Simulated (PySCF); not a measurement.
## MgH: frontier orbitals

PBE0 at R = 1.758 Å; PySCF, no relativity, basis sets Mg aug-pcseg-1, H aug-pcseg-1. State: quartet, unpaired electrons σ ↑↑, π ↑, a second solution, started from another occupation. Only the outer orbitals are listed, counted within each symmetry.

```json
{"spin": "α", "orbital": "3σ", "occ.": "1", "ε (eV)": "-52.79", "on Mg (%)": "100", "main shells (%)": "100 Mg p"}
{"spin": "α", "orbital": "1π", "occ.": "1", "ε (eV)": "-52.72", "on Mg (%)": "100", "main shells (%)": "100 Mg p"}
{"spin": "α", "orbital": "1π", "occ.": "1", "ε (eV)": "-52.66", "on Mg (%)": "100", "main shells (%)": "100 Mg p"}
{"spin": "α", "orbital": "4σ", "occ.": "1", "ε (eV)": "-13.21", "on Mg (%)": "9", "main shells (%)": "91 H s"}
{"spin": "α", "orbital": "5σ", "occ.": "1", "ε (eV)": "-5.79", "on Mg (%)": "102", "main shells (%)": "96 Mg s"}
{"spin": "α", "orbital": "2π", "occ.": "1", "ε (eV)": "-3.35", "on Mg (%)": "88", "main shells (%)": "88 Mg p, 12 H p"}
{"spin": "α", "orbital": "2π", "occ.": "0", "ε (eV)": "-1.80", "on Mg (%)": "90", "main shells (%)": "90 Mg p, 10 H p"}
{"spin": "α", "orbital": "6σ", "occ.": "0", "ε (eV)": "-0.26", "on Mg (%)": "72", "main shells (%)": "65 Mg s, 27 H s"}
{"spin": "β", "orbital": "3σ", "occ.": "1", "ε (eV)": "-52.54", "on Mg (%)": "100", "main shells (%)": "100 Mg p"}
{"spin": "β", "orbital": "1π", "occ.": "1", "ε (eV)": "-52.54", "on Mg (%)": "100", "main shells (%)": "100 Mg p"}
{"spin": "β", "orbital": "1π", "occ.": "1", "ε (eV)": "-52.34", "on Mg (%)": "100", "main shells (%)": "100 Mg p"}
{"spin": "β", "orbital": "4σ", "occ.": "0", "ε (eV)": "-3.04", "on Mg (%)": "76", "main shells (%)": "70 Mg s, 25 H s"}
```

**Question.** Which are the highest filled and the lowest empty level, where do they sit, and how wide is the gap?

**Answer.** Highest filled α 2π at -3.35 eV (in %: 88 Mg p, 12 H p); lowest empty β 4σ at -3.04 eV (in %: 70 Mg s, 25 H s); the gap at PBE0 is 0.31 eV.

The bond order (Mayer) is 0.21 and the ⟨S²⟩ is 3.750. The charge on Mg (Mulliken, basis-dependent) is 0.02, the charge on Mg (Löwdin, basis-dependent) is 0.23 and the dipole moment (positive dipole means Mg(−)H(+)) is 1.57 D.

Shares are Mulliken populations and can fall outside 0 to 100 %.
